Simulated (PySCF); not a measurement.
**How the method moves the proton affinities of vinyl chloride**

Structure: `C=CCl` (C2H3Cl). Numbering: `[CH2:1]=[CH:2][Cl:3]`

All levels share the PBE0-D3(BJ)/def2-SVP structures and the PBE0-D3(BJ)/def2-SVP thermal terms; only the single-point energies (PySCF) change. Values are proton affinities (298 K, kJ/mol).

```
                          level   C1   time
              PBE0-D3(BJ)/6-31G  702  1.3 s
      M06-2X/def2-TZVP (grid 3)  712   10 s
        PBE0-D3(BJ)/ma-def2-SVP  720  2.3 s
         PBE0-D3(BJ)/def2-SV(P)  723  1.7 s
            PBE0-D3(BJ)/6-31+G*  727  2.1 s
        PBE0-D3(BJ)/aug-pcseg-1  727  3.3 s
          PBE0-D3(BJ)/6-311+G**  728    3 s
            BHandHLYP/def2-TZVP  730  3.8 s
              LC-ωPBE/def2-TZVP  731  8.8 s
    PBE0-D3(BJ)/6-311++G(2d,2p)  732  4.4 s
        PBE0-D3(BJ)/aug-cc-pVTZ  732   11 s
            PBE0-D3(BJ)/cc-pVDZ  732  2.1 s
           PBE0-D3(BJ)/def2-SVP  732  1.9 s
         PBE0-D3(BJ)/def2-TZVPD  733  5.7 s
         B3LYP-D3(BJ)/def2-TZVP  733  4.2 s
            PBE0-D3(BJ)/cc-pVTZ  733  5.3 s
          PBE0-D3(BJ)/def2-TZVP  734      –
           PBE-D3(BJ)/def2-TZVP  736    9 s
          BLYP-D3(BJ)/def2-TZVP  736  8.5 s
         ωB97X-D3(BJ)/def2-TZVP  736  4.5 s
         M06/def2-TZVP (grid 3)  737   11 s
          BP86-D3(BJ)/def2-TZVP  737  8.8 s
TPSSh-D3(BJ)/def2-TZVP (grid 3)  743  9.9 s
                B97-2/def2-TZVP  744  4.1 s
       M06-L/def2-TZVP (grid 3)  747   16 s
                 OPBE/def2-TZVP  757  9.3 s
```

Times are wall times for all single points of a level on 1 thread of Intel Xeon 6975P-C, a shared host; the dash marks the run that also made the structures. BLYP, BP86, LC-ωPBE, M06-L, OPBE, PBE ran on a slower path of this set-up, which computes the density-fitting integrals anew in every SCF cycle while the other levels store them. So the times needn't show the usual order of cost, and those levels read slower than they are.

The spread: 55 kJ/mol, from 702 to 757.
